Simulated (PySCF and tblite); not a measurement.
The numbers below are computed, except where a source is named.
Molecule: C5H11N, numbered as in [CH3:1][N:2]1[CH2:3][CH2:4][CH2:5][CH2:6]1; H are named by their carrier, a and b as at the first point (Å):

```
C1       1.662   -0.030   -0.951
N2       0.957   -0.202    0.304
C3       0.217    0.983    0.712
C4      -1.217    0.870    0.136
C5      -1.314   -0.581   -0.356
C6      -0.061   -1.240    0.245
H1a      2.413    0.750   -0.824
H1b      1.013    0.245   -1.794
H1c      2.174   -0.960   -1.194
H3a      0.177    0.985    1.806
H3b      0.730    1.888    0.389
H4a     -1.958    1.082    0.905
H4b     -1.368    1.576   -0.680
H5a     -1.276   -0.627   -1.445
H5b     -2.227   -1.075   -0.029
H6a     -0.265   -1.560    1.272
H6b      0.290   -2.099   -0.325
```

The ring 2–3–4–5–6 is held at Altona–Sundaralingam phase angles P (ν_j = ν_max cos(P + 144°(j − 2)), ν_j about the bond from ring atom j to j + 1, counted from 0) and the rest relaxed at GFN2-xTB. Energies: CAM-B3LYP/pcSseg-1 + D3(BJ). Couplings: B3LYP/6-31G* with H pcJ-1, gas phase, for ¹H. (tblite 0.8, PySCF 2.14.)

**Question.** How do the most sensitive couplings change along the phase angle P?

**Answer.** 
| phase angle P ° | ³J(H4a,H5a) | ³J(H3a,H4b) | ³J(H4b,H5b) | ³J(H5a,H6a) | ³J(H5b,H6b) | ³J(H3b,H4a) | ³J(H5a,H6b) |
| --- | --- | --- | --- | --- | --- | --- | --- |
| 72 | 7.9 | 7.9 | 1.9 | 12.0 | 0.2 | 2.1 | 7.9 |
| 144 | 0.1 | 12.6 | 12.3 | 2.0 | 7.6 | 0.2 | 10.3 |
| 216 | 0.1 | 8.6 | 12.6 | 0.2 | 11.4 | 1.5 | 4.9 |
| 288 | 8.1 | 0.1 | 1.4 | 2.0 | 7.4 | 11.3 | 11.9 |
| 360 | 13.0 | 0.0 | 0.3 | 12.3 | 0.1 | 11.3 | 8.8 |
Values in Hz.

**Question.** Set ³J(H4a,H5a) against its H–C–C–H torsion.

**Answer.** 84°: 0.1 Hz, 87°: 0.1 Hz, 134°: 7.9 Hz, 137°: 8.1 Hz, 164°: 13.0 Hz.

**Question.** With the energies 3.35, 3.94, 1.08, 0.00, 2.83 kcal/mol at these points, what are the Boltzmann averages at 298 K?

**Answer.** ³J(H4a,H5a) 7.0, ³J(H3a,H4b) 1.3, ³J(H4b,H5b) 2.9, ³J(H5a,H6a) 1.9, ³J(H5b,H6b) 7.9, ³J(H3b,H4a) 9.9, ³J(H5a,H6b) 10.9 Hz, over these points alone; points not sampled, such as mirror images that interchange a and b, would even out couplings that symmetry makes equal.
